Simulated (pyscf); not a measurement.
Thermochemistry of product channels of difluorocarbene (F–C:–F) [singlet] + difluorocarbene (F–C:–F) [singlet] on the singlet surface, in kcal/mol, from CCSD(T)/def2-TZVPP + ΔMP2(QZVPP) energies (ideal gas, 1 atm, RRHO with modes under 100 cm⁻¹ raised to 100, one conformer, R ln 2 for chiral ones without a mode under 150 cm⁻¹). Structures and frequencies: ωB97X-D3(BJ)/def2-SVP in PySCF. Correlated levels are frozen-core, on RHF or UHF. ΔMP2 is the change of the MP2 total energy from the triple- to the quadruple-zeta basis.

```json
[
 {"products": "F–C:–C(F)(F)–F [singlet]", "ΔE": "-32.1", "ΔH(298 K)": "-29.4", "ΔG(298 K)": "-17.4", "ΔG(1200 K)": "+17.3"},
 {"products": "tetrafluoroethylene (F–C(F)=C(F)–F)", "ΔE": "___", "ΔH(298 K)": "-66.7", "ΔG(298 K)": "-53.7", "ΔG(1200 K)": "-15.8"}
]
```

Problem. Complete the blanks.

Solution. 
- tetrafluoroethylene (F–C(F)=C(F)–F), ΔE: -70.4

The channel to F–C:–C(F)(F)–F [singlet] turns unfavourable between 298 and 1200 K (ΔG from -17.4 kcal/mol to +17.3 kcal/mol).

These are energies of the channels, which say nothing of barriers. The CCSD(T) − MP2 part came from Ansatz, without density fitting, on the same reference.
